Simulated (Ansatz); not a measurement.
Cartesian coordinates (Å):
SMILES: [CH]=C
```xyz
5

C      0.8002    -0.3192    -0.0259
C     -0.4655    -0.0361     0.0812
H      1.7190     0.1685    -0.3105
H     -0.8568     0.9558    -0.1557
H     -1.1969    -0.7690     0.4108
```
Charge 0, spin multiplicity 2.

Level of theory: frozen-core CCSD(T)/def2-TZVPP // B3LYP-D3(BJ)/def2-TZVP run with Ansatz (a program for electronic structure).

```
Item                           Value
----------------------  ------------
HF energy               -77.42218 Ha
MP2 correlation energy   -0.28431 Ha
```

Problem. Estimate the CCSD correlation energy, the (T) correction, the total energy and the T1 diagnostic.

Solution. 
| Quantity | Result |
|---|---|
| CCSD correlation energy | -0.31778 Ha |
| (T) correction | -0.01350 Ha |
| CCSD(T) total energy | -77.75345 Ha |
| T1 diagnostic | 0.041 |
